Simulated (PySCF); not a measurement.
**SO₃⁻, doublet: structure and spectrum**

Level of theory: UB3LYP in PySCF with S def2-SVPD, O def2-SVPD; no relativity; density-fitted integrals.

The structure is a minimum.

```json
{
  "Point group": "C3v",
  "Bond lengths": "S–O 1.518 Å (×3)",
  "Bond angles": "O–S–O 113.6° (×3)",
  "Entropy at 298.15 K and 1 bar (electronic part: spin only)": "271.8 J/(mol K)",
  "Principal quadrupole moments (Buckingham, traceless) about the centre of mass": "-4.48, -4.48, 8.96 D Å",
  "Highest occupied level (α)": "-1.29 eV",
  "Rotational symmetry number": "3",
  "Spin squared ⟨S²⟩": "0.755",
  "Heat capacity Cp at 298.15 K": "54.5 J/(mol K)",
  "Enthalpy at 298.15 K above 0 K": "12.18 kJ/mol",
  "Lowest empty level (β)": "1.62 eV",
  "Rotational constants": "0.3091, 0.3091, 0.1633 cm⁻¹",
  "Principal polarisabilities": "34.9, 46.7, 46.7 bohr³",
  "Zero-point energy": "26.6 kJ/mol",
  "Dipole moment about the centre of mass": "1.08 D"
}
```

Harmonic modes (masses in u: S 31.972, O 15.995):
| symmetry | ω (cm⁻¹) | IR (km/mol, summed over degenerate members) | type |
| --- | --- | --- | --- |
| e | 436 | 23.7 | bend |
| a1 | 536 | 28.8 | bend |
| a1 | 912 | 8.8 | stretch |
| e | 1062 | 546 | stretch |

In C3v the vibrations span 2e + 2a1.

Charges (e); Mulliken and Löwdin values are unreliable with diffuse functions:
```json
{"atom": "S1", "Mulliken": "1.15", "Löwdin": "0.97", "polar tensor": "1.38", "spin (Mulliken)": "0.51", "Mayer order to S1": "–"}
{"atom": "O2,3,4", "Mulliken": "-0.72", "Löwdin": "-0.66", "polar tensor": "-0.79", "spin (Mulliken)": "0.16", "Mayer order to S1": "1.35"}
```

Mulliken populations on S1: s 5.41, p 8.71, d 0.73.

Other isomers or separated fragments may lie lower. The lowest empty level of this anion is unbound, so it and the gap depend on the basis.

The final relaxation and frequency run took 2.2 min on 4 threads of a shared Intel Xeon @ 2.50GHz (Skylake/Cascade Lake) host, with 96 basis functions and 10 gradients; the process peaked at 1.1 GiB. Launch command: `OMP_NUM_THREADS=4 python axn.py task.json out`.
